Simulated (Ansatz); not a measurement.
System: rhombohedral A7 Sb. Method: PBEsol (Ansatz, a first-principles code, plane waves, PAW).

Settings: plane-wave cutoff 520 eV, 16×16×16 k mesh, Fermi–Dirac smearing 0.05 eV, scalar-relativistic PAW data made under PBE.

Starting structure:

```
Sb
1.0
    2.15500     1.24419     3.75667
   -2.15500     1.24419     3.75667
    0.00000    -2.48838     3.75667
Sb
2
Cartesian
  0.00000   0.00000   8.63846
  0.00000   0.00000   2.63155
```

**Question.** Into what structure does the relaxation of cell and atoms lead at this level, with the symmetry of the start kept?

**Answer.** The volume decreases by 1.4 %; final space group R-3m.
```
Sb
1.0
    2.16010     1.24714     3.68551
   -2.16010     1.24714     3.68551
    0.00000    -2.49427     3.68551
Sb
2
Direct
  0.76404   0.76404   0.76404
  0.23596   0.23596   0.23596
```

Note: the cell comes from a level without a dispersion term, which matters for the spacing of layers, chains or molecules.
